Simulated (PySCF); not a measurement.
Calculation: TPSSh-D3(BJ)/def2-TZVP // PBE0-D3(BJ)/def2-TZVP run with PySCF 2.14.0. All species are isolated molecules in the gas phase. 

Reference species (SMILES): `F[SiH](F)F` (neutral, multiplicity 1).

- HOMO–LUMO gap: 11.16 eV

Changed species: `F[Si](F)(F)F` (0 of 4 F replaced by H; the reference has 1 of 4 F replaced by H).

Q: Give the shifts of the HOMO–LUMO gap.

A: the HOMO–LUMO gap rises by 0.56 eV, to 11.72 eV.
